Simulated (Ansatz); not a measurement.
```yaml
crystal:
  periodic: [false, false, false]
  atoms:
    - {symbol: W, position_ang: [0.000000, 0.000000, 0.000000]}
    - {symbol: Cl, position_ang: [0.016182, 1.353828, 1.973510]}
    - {symbol: Cl, position_ang: [0.014939, -1.349808, 1.976272]}
    - {symbol: Cl, position_ang: [-0.014939, 1.349808, -1.976272]}
    - {symbol: Cl, position_ang: [-0.016182, -1.353828, -1.973510]}
basis:
  gaussian: {orbitals: def2-TZVP}
magnetization: {spin_polarized: true, initial_magnetization: 6}
hamiltonian: {xc: pbe0}
relax: {f_tol: 0.004, max_steps: 80}
```

```sh
$ ansatz run in.yaml --threads 1 --pin off --events-out ev --progress --plain --max-ram 2176MiB
```

Steps of the relaxation (energy above the last step; positions in Å, forces in eV/Å):

```
5
step 1, 81.7 meV
W     0.000    0.000    0.000    0.000    0.000    0.000
Cl    0.016    1.354    1.974    0.003   -0.135    0.392
Cl    0.015   -1.350    1.976    0.003    0.136    0.391
Cl   -0.015    1.350   -1.976   -0.003   -0.136   -0.391
Cl   -0.016   -1.354   -1.974   -0.003    0.135   -0.392
```

```
5
step 2, 3.1 meV
W     0.000    0.000    0.000    0.000    0.000    0.000
Cl    0.017    1.290    2.069   -0.001    0.034   -0.082
Cl    0.016   -1.285    2.072   -0.001   -0.034   -0.082
Cl   -0.016    1.285   -2.072    0.001    0.034    0.082
Cl   -0.017   -1.290   -2.069    0.001   -0.034    0.082
```

```
5
step 3, 0.0 meV
W     0.000    0.000    0.000    0.000    0.000    0.000
Cl    0.017    1.299    2.053    0.000   -0.002    0.001
Cl    0.016   -1.295    2.056    0.000    0.002    0.001
Cl   -0.016    1.295   -2.056    0.000   -0.002   -0.001
Cl   -0.017   -1.299   -2.053    0.000    0.002   -0.001
```

Close pairs at the end: W1–Cl2 2.430 Å, W1–Cl5 2.430 Å, W1–Cl4 2.430 Å, W1–Cl3 2.430 Å, Cl4–Cl5 2.593 Å, Cl2–Cl3 2.593 Å.

A stationary point of unrestricted PBE0 after 3 steps, with ⟨S²⟩ = 12.018 against 12.00 for a pure state; no frequencies were run, so it isn't proven a minimum. 1.9 min on 1 thread of Arm Neoverse V2, shared host.
